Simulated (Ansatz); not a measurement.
## C4H6O, SMILES C=CC(=C)O: a rigid torsion scan, step by step

With Ansatz 0.2.0 through its Python package.

Notebook, run cell by cell (the value of a cell's last expression is shown):

In [1]:
```python
import ansatz
from ase import Atoms
```

In [2]:
```python
BASIS = "def2-SVP"
FUNCTIONAL = "pbe"
FORCE_TOL = 0.02
```

In [3]:
```python
atoms = Atoms(["C", "C", "C", "C", "O", "H", "H", "H", "H", "H", "H"], positions=[
    (-1.6703, -0.6476, -0.1603),
    (-0.5758, -0.3254, 0.4615),
    (0.5858, 0.2561, -0.137),
    (1.6743, 0.7954, 0.6061),
    (0.7619, 0.1953, -1.5093),
    (-2.5561, -1.0056, 0.3779),
    (-1.856, -0.3949, -1.2199),
    (-0.4883, -0.4985, 1.5273),
    (1.5565, 0.8556, 1.7333),
    (2.4858, 1.1912, 0.1502),
    (0.1474, -0.4786, -1.8091),
])
```

In [4]:
```python
first = ansatz.Crystal.molecule_from_ase(atoms).calculation()
first = first.basis(gaussian=BASIS).functional(FUNCTIONAL)
first = first.relax(force_tolerance=FORCE_TOL, max_steps=80)
atoms.positions = first.run(threads=1, backend="cpu").report["positions_ang"]
```

In [5]:
```python
start = atoms.get_dihedral(1, 2, 4, 10)
energies = {}
for turn in range(0, 360, 30):
    turned = atoms.copy()
    turned.set_dihedral(1, 2, 4, 10, start + turn, indices=[4, 10])
    calculation = (
        ansatz.Crystal.molecule_from_ase(turned).calculation()
        .basis(gaussian=BASIS)
        .functional(FUNCTIONAL)
    )
    energies[round((start + turn) % 360)] = calculation.run(threads=1, backend="cpu").report["free_energy_ev"]
floor = min(energies.values())
print("dihedral C1-C2-O4-H10 (deg)   E - E(min) (eV)")
for angle, e in sorted(energies.items()):
    print(f"{angle:8d} {(e - floor):14.3f}  " + "#" * int(30 * (e - floor) / max(max(energies.values()) - floor, 1e-9)))
```
```text
dihedral C1-C2-O4-H10 (deg)   E - E(min) (eV)
      14          0.035  #####
      44          0.110  ###############
      74          0.199  ############################
     104          0.205  #############################
     134          0.106  ###############
     164          0.008  #
     194          0.018  ##
     224          0.124  #################
     254          0.208  ##############################
     284          0.168  ########################
     314          0.055  #######
     344          0.000
```

The lowest point is at 344° and the highest at 254°, 0.208 eV (20.1 kJ/mol) above it, with the rest of the molecule held.

The scan is rigid and the energies are electronic, in a modest basis. With rigid groups the curve can differ much from the relaxed path, the start wasn't checked as a minimum of this torsion, and equivalent turns needn't return to the same energy. It ran for 56 s on 1 thread of Arm Neoverse V2, with other jobs on the host, peak memory 0.2 GiB.
